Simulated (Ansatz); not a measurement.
Worked example: building the atomization energy of CH$_{3}$S, doublet

Measured: the G2/97 heats of formation, with zero-point and thermal terms from B3LYP taken off, give an electronic atomization energy of 380.9 kcal/mol (Curtiss et al., J. Chem. Phys. 106, 1063 (1997); Staroverov et al., J. Chem. Phys. 119, 12129 (2003)). The calculation below tries to reproduce it.

Geometry (MP2(full)/6-31G*, from the G2/97 set):

```yaml
atoms:
  - { symbol: C, position_ang: [-0.0021, 1.2005, 0.0000] }
  - { symbol: S, position_ang: [-0.0021, -0.5983, 0.0000] }
  - { symbol: H, position_ang: [1.0451, 1.5214, 0.0000] }
  - { symbol: H, position_ang: [-0.4774, 1.6027, 0.8952] }
  - { symbol: H, position_ang: [-0.4774, 1.6027, -0.8952] }
```

Atomization energies (atoms less molecule, kcal/mol) from Ansatz 0.2.0, frozen cores, unrestricted molecule, unrestricted atoms, sets cc-pV(D+d)Z, cc-pV(T+d)Z, cc-pV(Q+d)Z:

```json
{"level": "HF", "DZ": "278.89", "TZ": "284.35", "QZ": "284.86"}
{"level": "CCSD(T)", "DZ": "352.74", "TZ": "372.26", "QZ": "378.06"}
{"level": "CCSDT", "DZ": "352.82", "TZ": "372.10", "QZ": "–"}
{"level": "CCSDT(Q)", "DZ": "353.04", "TZ": "372.38", "QZ": "–"}
```

**Question.** Extrapolate Hartree–Fock with exp(−5.46 √X) and the CCSD(T) correlation part with X⁻³ (X = 3, 4), add each higher step from the largest set that has it, and compare with the measured value.

**Answer.** Hartree–Fock: 284.86 + (284.86 − 284.35) × 0.301 = 285.01.
Correlation: TZ 87.91, QZ 93.20; (64 × 93.20 − 27 × 87.91) / 37 = 97.06.
Full triples (TZ): 372.10 − 372.26 = -0.16.
(Q) (TZ): 372.38 − 372.10 = 0.28.
Sum: 382.2 kcal/mol, 1.3 above the measured 380.9.

The steps beyond CCSD(T) add 0.12 kcal/mol, while going from QZ to the limit adds 4.01. Core correlation, scalar relativity, spin–orbit terms and the relaxation from this MP2 geometry are missing from the sum, and the measured value has its own uncertainty.
